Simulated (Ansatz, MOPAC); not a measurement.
# How well does each level of theory give the lattice parameter a of corundum (α-Al2O3)?

Reference value: 4.759 Å (measured, temperature not stated, no zero-point or thermal correction; as tabulated in Lallet et al. (2009), arXiv:0801.3594).

```json
[
 {"level (code)": "MNDO semi-empirical Hartree-Fock (MOPAC)", "value (Å)": "4.832", "difference (%)": "+1.53"},
 {"level (code)": "LDA (Ansatz)", "value (Å)": "4.730", "difference (%)": "-0.61"},
 {"level (code)": "PBE (Ansatz)", "value (Å)": "4.809", "difference (%)": "+1.05"},
 {"level (code)": "rVV10 (Ansatz)", "value (Å)": "4.819", "difference (%)": "+1.26"},
 {"level (code)": "PBE0 (Ansatz)", "value (Å)": "4.753", "difference (%)": "-0.13"}
]
```

The reference's temperature isn't stated, so close values are not ranked against it. Off by more than 1.25 %, or 1.75 % on the side where a correction would as a rule narrow the miss (bounds picked here): MNDO semi-empirical Hartree-Fock (MOPAC) (+1.53 %), rVV10 (+1.26 %).

The reference isn't brought to a static lattice, while the calculations are for one, so the differences are not the levels' errors alone.  MNDO semi-empirical Hartree-Fock (MOPAC): the method was fitted mainly to molecules. MNDO semi-empirical Hartree-Fock (MOPAC): the run uses a supercell at the zone centre in place of a k mesh. Cutoffs and k meshes differ between the levels. Ansatz's density-functional and Hartree–Fock values are scalar-relativistic unless marked +SOC, with PAW data made under PBE.

Differences are worked out from the printed values.

Ansatz is an electronic-structure program.
